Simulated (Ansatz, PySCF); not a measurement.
Species: C2H, charge 0, doublet. C2H (SMILES [C]#C, doublet).
B3LYP-D3(BJ)/def2-TZVP minimum from Ansatz (a first-principles code):
```
C
C 1 1.2000
H 1 1.0642 2 180.00
```
Charge 0, spin multiplicity 2.

Total energies in hartree (Ansatz). UHF or UKS for unpaired electrons; spin-orbit terms are left out. Cores are frozen in correlated methods. No relativity. For partners of very few electrons the exact lower level stands in for a higher one. The UHF reference of C2H ([C]#C, doublet) is spin-contaminated (<S^2> up to 0.36 over the pure value in the sets run).

```tsv
species	HF/aug-cc-pVTZ	CCSD(T)/aug-cc-pVTZ	HF/aug-cc-pVQZ	CCSD(T)/aug-cc-pVQZ	CCSDT(Q)/aug-cc-pVTZ
1: C2H (SMILES C#[C], doublet)	-76.17800	-76.47106	-76.18246	-76.48873	-76.47362
2: C (triplet)	-37.69181	-37.78183	-37.69335	-37.78687	-37.78236
3: H (doublet)	-0.49982	-0.49982	-0.49995	-0.49995	-0.49982
```

Work out the enthalpy of formation at 298 K (by atomisation, with ideal-gas terms from PySCF's Hessian at B3LYP-D3(BJ)/def2-TZVP and the atoms' measured values of the G2/97 table; no spin-orbit terms) in kJ/mol: take Hartree-Fock from aug-cc-pVQZ, extrapolate the CCSD(T) correlation energy as X^-3 (X = 3, 4), and add CCSDT(Q) - CCSD(T) in aug-cc-pVTZ. The further terms named in the bracket sum to +0.63983 hartree. 1 hartree = 2625.5 kJ/mol.


Species 1: correlation (64·(-0.30627) - 27·(-0.29306))/37 = -0.31591; step -0.00256; E1 = -76.18246 + (-0.31591) + (-0.00256) = -76.50093
Species 2: correlation (64·(-0.09352) - 27·(-0.09002))/37 = -0.09607; step -0.00053; E2 = -37.69335 + (-0.09607) + (-0.00053) = -37.78995
Species 3: correlation (64·(0.00000) - 27·(0.00000))/37 = 0.00000; step +0.00000; E3 = -0.49995 + (0.00000) + (+0.00000) = -0.49995
+1·E1 -2·E2 -1·E3 +0.63983 = 0.21875 hartree = 574.3 kJ/mol. Measured: 135.1 kcal/mol, 565.3 kJ/mol (G2/97 table in ASE (Curtiss et al.)); atomic spin-orbit terms, which the calculations lack, would raise the computed values. The composite differs from it by +9.1 kJ/mol; core, relativistic and spin-orbit terms are not in it.
